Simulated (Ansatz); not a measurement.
## PW: computed properties

All numbers below come from DFT PBEsol, scalar-relativistic, plane waves, PAW in Ansatz.

Plane waves to 420 eV, a k mesh through Γ of 6×12×6 on the computed 8-atom cell and Gaussian smearing (0.10 eV); no spin polarisation.

The structure is relaxed at this level of theory with its symmetry kept. Whether it is the stable form of this composition wasn't checked.

```
P W
1.0
     5.69016    0.00000    0.00000
     0.00000    3.22561    0.00000
     0.00000    0.00000    6.22337
P W
4 4
Cartesian
  4.6538 2.4192 3.5160
  1.0364 0.8064 2.7074
  3.8815 0.8064 0.4043
  1.8087 2.4192 5.8191
  -0.0758 2.4192 1.1706
  0.0758 0.8064 5.0528
  2.9209 0.8064 4.2823
  2.7693 2.4192 1.9411
```

- Space group: Pnma (No. 62)
- Volume per atom: 14.28 Å³
- Formation energy from the elements' standard states (uncorrected): -0.472 eV/atom
- Kohn–Sham band gap: none (metal)
- Density of states at the Fermi level: 3.59 states/eV per cell
- Löwdin character within 0.5 eV of the Fermi level: W 5d 78 %, P 3p 11 %, unprojected 6 %
- Bulk modulus: 235 GPa
- Its pressure derivative: 4.5
- Bader charges (e): P (4 in the cell) -0.79, W (4 in the cell) 0.79

Spin-orbit coupling is left out, which matters for the bands of heavy elements.

Cost: 6 runs of about 12 core-minutes in all, on Intel Xeon 6975P-C (Granite Rapids) (shared hosts).